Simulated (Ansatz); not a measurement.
An input meant for the cluster SiC2 (charge 0, singlet; atoms displaced at random, 0.08 Å in each coordinate).

```yaml
crystal:
  periodic: [false, false, false]
  atoms:
    - {symbol: Si, position_ang: [-0.777913, -0.060501, -0.813938]}
    - {symbol: C, position_ang: [0.544490, -0.608532, 0.414438]}
    - {symbol: C, position_ang: [0.297357, 0.826309, 0.418771]}
basis:
  gaussian: {orbitals: def2-TZVP}
hamiltonian: {xc: {name: r2SCAN0}, dispersion: d4}
smearing: {width: 0.1}
output: {forces: true}
```

```sh
$ ansatz run in.yaml --threads 4 --pin off --events-out ev --progress --plain --max-ram 3916MiB
```

It prints (some lines left out):

```
Error: YAML parse error: error: line 10 column 1: unknown field `smearing`, expected one of crystal, accuracy, basis, kpoints, hamiltonian, magnetization, projection, total_charge, correlation, batch, efield, external_charges, scf, relax, neb, saddle, md, ramp, phonons, dielectric, real_time, elastic, magnetic_configurations, gw, evaluate, workflow, output, checkpoint, execution
 8 |   gaussian: {orbitals: def2-TZVP}
 9 | hamiltonian: {xc: {name: r2SCAN0}, dispersion: d4}
10 | smearing: {width: 0.1}
11 | output: {forces: true}
```

In this input the input holds a key that doesn't belong there. The program refused the input.
